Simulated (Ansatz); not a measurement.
# Ti (Ti, hcp): the cost of one run

Program: Ansatz 0.2.0. Level of theory: DFT r2SCAN, plane waves (500 eV) with PAW, scalar-relativistic; PBE-made PAW files. These are calculated values, not measurements.

**1. Starting point**

Symmetry: P6_3/mmc, No. 194, hexagonal system. The conventional cell has a = 2.950 Å, b = 2.950 Å, c = 4.686 Å, α = 90.00°, β = 90.00°, γ = 120.00°. Ti (site symmetry -6m2) is surrounded by 12 Ti at 2.90 to 2.95 Å.

As a file:

```
CELL_PARAMETERS angstrom
2.95000 0.00000 0.00000
-1.47500 2.55477 0.00000
0.00000 0.00000 4.68600
ATOMIC_POSITIONS crystal
Ti 0.33333 0.66667 0.25000
Ti 0.66667 0.33333 0.75000
```

Starting moments (μB): +1 ×2.

**2. Relaxing cell and atoms**

input.yaml

```yaml
crystal:
  lattice:
    - [2.9499978604, 0.0, 0.0]
    - [-1.4749989302, 2.5547730882, 0.0]
    - [0.0, 0.0, 4.686]
  atoms:
    - { symbol: Ti, position: [0.3333333333, 0.6666666667, 0.25], spin: 1.0 }
    - { symbol: Ti, position: [0.6666666667, 0.3333333333, 0.75], spin: 1.0 }
hamiltonian:
  xc: r2scan
  pseudopotentials:
    kind: paw
    azcp:
      Ti: "pseudopotentials/Ti.paw.azcp"
basis:
  ecutwfc: 500
  fft_grid_basis: typed
kpoints:
  mp_grid: { grid: [12, 12, 7], shift: [0, 0, 0] }
magnetization:
  spin_polarized: true
scf:
  occupations: { method: fermi_dirac, width: 0.05 }
relax:
  max_steps: 60
  f_tol: 0.01
  cell: {}
```

What time and memory should one allow on 4 threads of an Arm CPU, shared host?

About 21 s, with a peak of 0.49 GiB.
